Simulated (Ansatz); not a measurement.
## Energy profile

The step: CH₅Al ([CH3][AlH2]) + H₂O → AlH₃O ([OH][AlH2]) + CH₄; bonds formed: C2–H5; dative contacts that become bonds: Al1–O6; bonds broken: Al1–C2, H5–O6 (atoms numbered as in the saddle structure below).

Al1  (-0.733, 0.271, -0.754)
C2  (0.591, -0.942, 0.374)
H3  (-0.033, 0.800, -2.078)
H4  (-2.185, -0.358, -0.736)
H5  (0.236, 0.450, 0.751)
O6  (-0.407, 1.449, 0.673)
H7  (0.587, -1.598, -0.512)
H8  (1.654, -0.776, 0.571)
H9  (0.165, -1.530, 1.189)
H10  (0.126, 2.234, 0.521)
(Å)

Electronic energies by CCSD(T) at an estimated basis limit (MP2 extrapolated from triple and quadruple zeta, plus CCSD(T) − MP2 in triple zeta), on PBE0-D4/def2-TZVP structures; CH₇AlO, closed shell; no counterpoise correction. Program: Ansatz 0.2.0. Basis: def2-TZVPP and def2-QZVPP. Cores are frozen in the correlated methods. Extrapolation: Hartree–Fock as exp(−7.88 √X), correlation as X^−2.97.

(1) Give the profile in kcal/mol, counted from the separated reactants. (To be estimated.)

T1 diagnostic: at most 0.013.

Results:

(1) Computed:
| point | kcal/mol |
| --- | --- |
| separated: CH₅Al (linked as [CH3][AlH2]; Al1, C2, H3, H4, H7, H8, H9; singlet) + H₂O (H5, O6, H10; singlet) | 0.00 |
| start structure | -19.26 |
| saddle | -1.16 |
| end structure | -37.25 |
| separated: AlH₃O (linked as [OH][AlH2]; Al1, H3, H4, O6, H10; singlet) + CH₄ (C2, H5, H7, H8, H9; singlet) | -35.20 |
The saddle lies below the separated reactants: the barrier is submerged.

The step is the kind of ligand exchange by which a precursor binds to a hydroxyl group, or is hydrolysed, in atomic layer deposition of oxides.

For scale, one of the runs: CCSD(T)/def2-TZVPP, 202 basis functions, launched by `ansatz run in.yaml --threads 2 --pin off --events-out ev --progress --plain --max-ram 4352MiB`. Time: 63 s of wall clock on 2 CPU threads of an Arm Neoverse V1; the host was shared. Peak host memory: 2.5 GiB.
